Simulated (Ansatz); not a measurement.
Ideal-gas functions of FH$_{2}$SSi (`F[SiH]S`) radical at 600 K and 1 bar, from an Ansatz frequency run at PBE0-D4/def2-TZVP.

Molar mass 81.17 g/mol, point group C1 (symmetry number 1), electronic degeneracy 2, moments of inertia 22.354, 131.289, 148.087 u Å². Harmonic wavenumbers (cm⁻¹, unscaled): 197, 248, 509, 584, 748, 833, 884, 2192, 2704.

Use S(trans) = R[1.5 ln M + 2.5 ln T − 1.1517]; rotational temperatures θ = 24.2544 K / I; S(rot) = R[ln(√π/σ · √(T³/θAθBθC)) + 1.5]; for each mode x = 1.438777 ν̃/T, S = R[x/(eˣ − 1) − ln(1 − e⁻ˣ)] and H = RT x/(eˣ − 1); 1 cm⁻¹ = 0.0119627 kJ/mol; R = 8.31446 J/(mol·K).

Question: By hand: the entropy, in J/(mol·K).

Answer: Translation 178.2. Rotation: θ = 1.085, 0.1847, 0.1638 K, giving 111.2. Vibration, mode by mode: 14.63, 12.76, 7.15, 6.16, 4.49, 3.82, 3.47, 0.27, 0.10, in all 52.8. Electronic 5.8. Sum 348.0 J/(mol·K).

Question: By hand: H − E and G − E in kJ/mol, counted from the electronic energy.

Answer: Zero-point energy ½ × 8899 × 0.0119627 = 53.2; thermal vibration 17.4; translation, rotation and pV give 4 RT = 20.0. H − E = 90.6 kJ/mol, and G − E = 90.6 − 600 × 348.0/1000 = -118.2 kJ/mol.

Vibration gives 15 % of the entropy. The sum counts one conformer and one mirror image; others add a mixing term.
